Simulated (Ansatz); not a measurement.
## 1,2-elimination

Start structure (CH6SSi, singlet), relaxed at PBE0-D4/def2-TZVP:

Si1  (-0.475, 0.631, -0.084)
S2  (0.895, 1.382, -1.551)
C3  (-0.088, -1.120, 0.427)
H4  (-0.096, -1.785, -0.439)
H5  (-1.794, 0.716, -0.761)
H6  (-0.481, 1.517, 1.110)
H7  (1.968, 1.316, -0.746)
H8  (0.898, -1.179, 0.894)
H9  (-0.827, -1.478, 1.149)
(Å)

The step: CH₆SSi ([CH3][SiH2][SH]) → CH₄Si ([CH2][SiH2]) + H₂S; bonds formed: S2–H4; bonds broken: Si1–S2, C3–H4. Ansatz 0.2.0; basis: def2-TZVPP and def2-QZVPP; cores frozen in the correlated methods. Extrapolation: Hartree–Fock as exp(−7.88 √X), correlation as X^−2.97. Energies below are by CCSD(T) at an estimated basis limit (MP2 extrapolated from triple and quadruple zeta, plus CCSD(T) − MP2 in triple zeta).

(1) What are the electronic barrier and the energy of the step, from the start structure to the end structure? (Judge from chemistry; the value comes from the calculation.)

The T1 diagnostic stays at or below 0.014.

## Answers

(1) The calculation gives: Barrier 79.04 kcal/mol; step energy 66.14 kcal/mol (uphill); reverse barrier, their difference, 12.90 kcal/mol. Barrier and step energy count from the start structure, the reverse barrier from the end structure.

The saddle point: One imaginary mode of 797i cm⁻¹.
```json
{"pair": "S2–H4", "start (Å)": "3.50", "saddle (Å)": "1.48", "end (Å)": "1.34"}
{"pair": "Si1–S2", "start (Å)": "2.14", "saddle (Å)": "2.59", "end (Å)": "3.16"}
{"pair": "C3–H4", "start (Å)": "1.09", "saddle (Å)": "1.88", "end (Å)": "3.85"}
```

Zero-point energy (harmonic, PBE0-D4): ZPE is 39.63 kcal/mol at the start and 35.05 kcal/mol at the saddle, so the barrier goes from 79.04 to 74.47 kcal/mol.

First-order rate constant out of the start structure at 498 K by transition-state theory, with harmonic vibrational free energies alone and no tunnelling: ΔA‡ = 75.05 kcal/mol, so k = (kB T/h) exp(−ΔA‡/kB T) ≈ 10^-20 s⁻¹ (an order of magnitude at best: rotation, the number of equivalent paths and anharmonicity are left out).

Labels in which every atom is bracketed show which atoms are joined, not bond orders.

For scale, one of the runs: CCSD(T)/def2-TZVPP, 199 basis functions, launched by `ansatz run in.yaml --threads 2 --pin off --events-out ev --progress --plain --max-ram 4352MiB`. The run took 29 s on 2 CPU threads of an AMD EPYC 9R14 (shared host), with 2.2 GiB of host memory at its peak.
